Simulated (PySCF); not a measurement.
Carbon: a sound run and one with changed settings

Sound run: C [He] 2s2 2p2, C⁺ [He] 2s2 2p1. All numbers are calculated (PySCF 2.14, no relativity, point nucleus, in cc-pVTZ (4s3p2d1f, 30 functions)). The sound run starts from symmetry-adapted Hartree-Fock orbitals and uses a fine grid where one is needed.

Changed run: initial guess sap, at most 3 SCF cycles. This setting is unsound on purpose.

```
species  method  sound run (hartree)  changed run (hartree)  converged
      C     UHF            -37.69157              -37.69095         no
      C     PBE            -37.79492              -37.79488         no
      C    MN15            -37.80922              -37.80920         no
     C⁺     UHF            -37.29475              -37.29471         no
     C⁺     PBE            -37.37136              -37.37136         no
     C⁺    MN15            -37.39333              -37.39332         no
```

The SCF was stopped early; the energies are upper bounds that still move, and correlated levels were skipped or rest on poor orbitals.
